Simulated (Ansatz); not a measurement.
## C3H10NP (SMILES CP(C)(C)=N): the vertical ionisation energy from total energies

The species is C3H10NP (15 atoms), meant as a singlet with charge 0. As SMILES, `CP(C)(C)=N`. The coordinates come from a PBE0-D4/def2-TZVP relaxation.

```xyz
15

C    -1.6174    0.1885    0.3170
P     0.1002    0.3415   -0.2671
C     1.0538    0.1521    1.2722
C     0.4079   -1.1754   -1.1855
N     0.4502    1.5379   -1.2003
H    -1.8604    1.0523    0.9397
H    -1.7789   -0.7227    0.8977
H    -2.2819    0.1922   -0.5486
H     0.8685    1.0156    1.9148
H     2.1163    0.1313    1.0241
H     0.7878   -0.7571    1.8163
H     0.1830   -2.0596   -0.5871
H     1.4553   -1.1925   -1.4889
H    -0.2113   -1.1709   -2.0833
H     0.3270    2.4669   -0.8212
```

Both states at this one shape; open shells run unrestricted unless said. 1 Eh = 27.2114 eV.

```
                                                       level  program  singlet C3H10NP (Eh)  doublet C3H10NP+ (Eh)
                         revPBE/6-31G* (spherical functions)   Ansatz           -516.282069            -515.995702
                         r2SCAN/6-31G* (spherical functions)   Ansatz           -516.272494            -515.984243
                          wB97X/6-31G* (spherical functions)   Ansatz           -516.360686            -516.068176
BCCD(T)/6-31G* (spherical functions), 9 core orbitals frozen   Ansatz           -515.321693            -515.040478
```

Question: Work out the vertical ionisation energy at each level.

Answer: 
1. revPBE/6-31G* (spherical functions): -515.995702 − (-516.282069) = 0.286367 Eh = 7.79 eV.
2. r2SCAN/6-31G* (spherical functions): -515.984243 − (-516.272494) = 0.288251 Eh = 7.84 eV.
3. wB97X/6-31G* (spherical functions): -516.068176 − (-516.360686) = 0.292510 Eh = 7.96 eV.
4. BCCD(T)/6-31G* (spherical functions): -515.040478 − (-515.321693) = 0.281215 Eh = 7.65 eV.

No measured value is set beside it here; the levels span 7.65 to 7.96 eV.
